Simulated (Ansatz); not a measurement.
We consider rock-salt TiN, described by PBEsol in Ansatz (PAW).

Run with plane-wave cutoff 520 eV, 16×16×16 k mesh, Fermi–Dirac smearing 0.1 eV, perturbation theory, force constants from a 4×4×4 q mesh, no spin polarisation, scalar-relativistic PAW data made under PBE.

Q: What does this level give for the TO(Γ) frequency and zero-point energy?

A: 
* **TO(Γ) frequency**: 534 cm⁻¹
* **zero-point energy**: 0.074 eV/atom

The result took very roughly 15 core-minutes.

Ansatz is an electronic-structure program.
